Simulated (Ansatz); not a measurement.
Basis-set extrapolation for AlH5O (`[OH2+][AlH3-]`) (PBE0-D4/def2-TZVP geometry, frozen core, Ansatz). Multiplicity 1, RHF reference.

|  | def2-TZVPP | def2-QZVPP |
| --- | --- | --- |
| HF | -319.733244 | -319.744632 |
| MP2 correlation | -0.359477 | -0.387272 |
| CCSD(T) correlation | -0.397952 | -0.422884 |

Energies in hartree. Use E(X) = E(∞) + A·exp(−7.88·√X) for Hartree–Fock and E(X) = E(∞) + B·X^(−2.97) for correlation, with X = 3 and 4.

What is the CCSD(T) energy at the basis-set limit?

HF limit: -319.744632 + (-0.011388) × 0.13774 = -319.74620. Correlation limit: -0.422884 + (-0.024932) × 0.74074 = -0.44135. Total: -320.18755 hartree, 148.0 kJ/mol below CCSD(T)/def2-TZVPP.
